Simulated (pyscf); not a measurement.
**Four-centre exchange: H₂N–Mg–N(SiH₃)–SiH₃ (SMILES [NH2][Mg][N]([SiH3])[SiH3]) + H₂O (SMILES O) → H₂N–Mg–OH (SMILES [NH2][Mg][OH]) + H₃Si–NH–SiH₃ (SMILES [SiH3]N[SiH3])**

Gas phase, singlet surface, charge 0. Bonds broken: Mg1–N2, O14–H15. Bonds formed: Mg1–O14, N2–H15. PySCF, gas phase, ωB97X-D3(BJ)/def2-SVP geometries.

Transition state (Å):

```xyz
16

Mg     0.7174     0.2643     1.0100
N     -0.8475     0.4088    -0.3794
Si    -1.1020    -1.0160    -1.3494
Si    -2.1707     1.4350     0.1050
N      1.1443    -0.5545     2.6643
H     -1.4588    -0.6921    -2.7652
H      0.1762    -1.7963    -1.3568
H     -2.1841    -1.8784    -0.7870
H     -2.7038     2.2561    -1.0253
H     -3.3014     0.6382     0.6695
H     -1.6663     2.3657     1.1634
H      0.5335    -1.1638     3.2021
H      2.0108    -0.4696     3.1888
O      1.3315     1.4209    -0.4278
H      0.2325     1.1008    -0.7524
H      1.9551     1.8629    -1.0064
```

One imaginary mode, 1026i cm⁻¹; descent along it reached the two sides named, in the forms told below.

```
bond     change  reactant side (Å)  saddle  product side
-------  ------  -----------------  ------  ------------
Mg1–N2   breaks              1.957   2.098         2.179
O14–H15  breaks              0.970   1.190         2.203
Mg1–O14   forms              2.065   1.945         1.837
N2–H15    forms                3.2   1.336         1.031
```

Electronic energies relative to the separated reactants (eV):

```
level                   barrier  reaction energy  reverse barrier
----------------------  -------  ---------------  ---------------
ωB97X-D3(BJ)/def2-TZVP    -0.71            -0.14            -0.57
PBE/def2-TZVP             -0.73            -0.26            -0.47
r²SCAN/def2-TZVP          -0.79            -0.27            -0.52
B3LYP-D3(BJ)/def2-TZVP    -0.74            -0.27            -0.47
PBE0-D3(BJ)/def2-TZVP     -0.76            -0.20            -0.55
M06-2X/def2-TZVP          -0.76            -0.28            -0.48
ωB97M-D3(BJ)/def2-TZVP    -0.67            -0.29            -0.38
HF/def2-TZVP              -0.19            -0.39             0.21
```

With ωB97M-D3(BJ)/def2-TZVP energies and thermal terms (ideal gas, 1 atm, RRHO with modes under 100 cm⁻¹ raised to 100, one conformer, R ln 2 for chiral ones without a mode under 150 cm⁻¹), in eV:

```json
[
 {"T (K)": "298", "ΔH‡": "-0.74", "ΔG‡": "-0.28", "ΔH": "-0.30", "ΔG": "-0.37"},
 {"T (K)": "600", "ΔH‡": "-0.72", "ΔG‡": "0.18", "ΔH": "-0.30", "ΔG": "-0.45"},
 {"T (K)": "900", "ΔH‡": "-0.69", "ΔG‡": "0.62", "ΔH": "-0.30", "ΔG": "-0.52"},
 {"T (K)": "1200", "ΔH‡": "-0.66", "ΔG‡": "1.05", "ΔH": "-0.29", "ΔG": "-0.60"}
]
```

On the reactant side the descent ends in an adduct with a Mg–O contact (not fully relaxed), 1.03 eV under the separated species and 0.32 eV under the saddle at ωB97X-D3(BJ)/def2-TZVP. On the product side the descent ends in an adduct with a Mg–N contact, 1.02 eV under the separated species and 0.45 eV under the saddle at ωB97X-D3(BJ)/def2-TZVP. At ωB97X-D3(BJ)/def2-TZVP, PBE, r²SCAN, B3LYP-D3(BJ), PBE0-D3(BJ), M06-2X, ωB97M-D3(BJ)/def2-TZVP, HF the saddle lies under the separated reactants, which points to a path from their complex (located at ωB97X-D3(BJ) alone). At ωB97X-D3(BJ)/def2-TZVP, PBE, r²SCAN, B3LYP-D3(BJ), PBE0-D3(BJ), M06-2X, ωB97M-D3(BJ) the saddle lies under the separated products, which points to a path from their complex (located at ωB97X-D3(BJ) alone). What is counted as formed (Mg–O) is already present as a longer contact in the reactant adduct; forming that adduct is a step of its own. What is counted as broken (Mg–N) persists as a longer contact in the product adduct; parting that adduct is a step of its own. One saddle was located; it need not be the lowest between these sides.
